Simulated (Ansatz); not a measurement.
# AlPNH+ (quartet): from Hartree-Fock to the top rungs, cc-pVDZ

How much of the correlation energy of AlPNH+ (quartet) does each wave-function method recover here?

Computed with Ansatz 0.2.0, Gaussian basis. Level: cc-pVDZ, core rule «outside noble gas», up to 11 orbitals frozen.

The runs, in order: UHF; CCSD(T) on ROHF; CCSD(T) on UHF; BCCD(T) on ROHF; CISD; CCSDT(Q) on ROHF; CCSDT(Q) on UHF.

25 further runs of the same task are left out: 5 for a known fault of the program, 7 that didn't finish, 13 set aside as unsound or not needed.

## 1. What is computed

The geometry is a PBE0/def2-TZVP stationary point (not a proven minimum) of the parent state, kept for this charge and spin.

4 atoms, charge 1, spin multiplicity 4.

Atoms are counted from 1 here; the program's logs count them from 0.

Bond lengths: Al1–N3 1.841 Å, P2–N3 1.689 Å, N3–H4 1.016 Å. Angles: Al1–N3–P2 119.9°, Al1–N3–H4 124.3°, P2–N3–H4 115.8°.

As a file:

```xyz
4
charge 1, multiplicity 4
Al    0.0000    0.1944    1.6318
P     0.0000    0.1961   -1.4254
N     0.0000   -0.6861    0.0149
H     0.0000   -1.6967   -0.0856
```

## 2. UHF

File in.yaml:

```yaml
crystal:
  periodic: [false, false, false]
  atoms:
    - {symbol: Al, position_ang: [0.000000, 0.194411, 1.631818]}
    - {symbol: P, position_ang: [0.000000, 0.196128, -1.425444]}
    - {symbol: N, position_ang: [0.000000, -0.686115, 0.014898]}
    - {symbol: H, position_ang: [0.000000, -1.696652, -0.085591]}
basis:
  gaussian: {orbitals: cc-pVDZ}
total_charge: 1
magnetization: {spin_polarized: true, initial_magnetization: 3}
hamiltonian: {xc: hf}
output: {orbitals: {seedname: orbitals}}
```

Run with:

```
> ansatz run in.yaml --threads 1 --pin off --events-out ev --progress --plain --max-ram 2393MiB
```

The runs that follow: CCSD(T) on ROHF; CCSD(T) on UHF; BCCD(T) on ROHF; CISD; CCSDT(Q) on ROHF; CCSDT(Q) on UHF.

Q: Predict the results of all the runs planned. Wanted: UCCSDT(Q) below the RHF energy; RMP2 from UCCSDT(Q); UMP2 from UCCSDT(Q); RCCSD from UCCSDT(Q); RCCSD(T) from UCCSDT(Q); UCCSD(T) from UCCSDT(Q); RCCSDT(Q) from UCCSDT(Q); T1 diagnostic.

The runs gave:

| quantity | value |
| --- | --- |
| UCCSDT(Q) below the RHF energy | -8.5936 eV |
| RMP2 from UCCSDT(Q) | +23.89 kcal/mol |
| UMP2 from UCCSDT(Q) | +24.63 kcal/mol |
| RCCSD from UCCSDT(Q) | +8.75 kcal/mol |
| RCCSD(T) from UCCSDT(Q) | +1.63 kcal/mol |
| UCCSD(T) from UCCSDT(Q) | +1.66 kcal/mol |
| RCCSDT(Q) from UCCSDT(Q) | +0.18 kcal/mol |
| levels within 1 kcal/mol (43 meV) | RCCSDT, UCCSDT, RCCSDT(Q) |
| T1 diagnostic | 0.040 |

**Reading.** RCCSD(T) lands +1.63 kcal/mol from the yardstick (0.8 % of the correlation energy). These misses are within one basis, not against nature; the frozen cores of restricted and unrestricted runs differ, which can shift their rows.
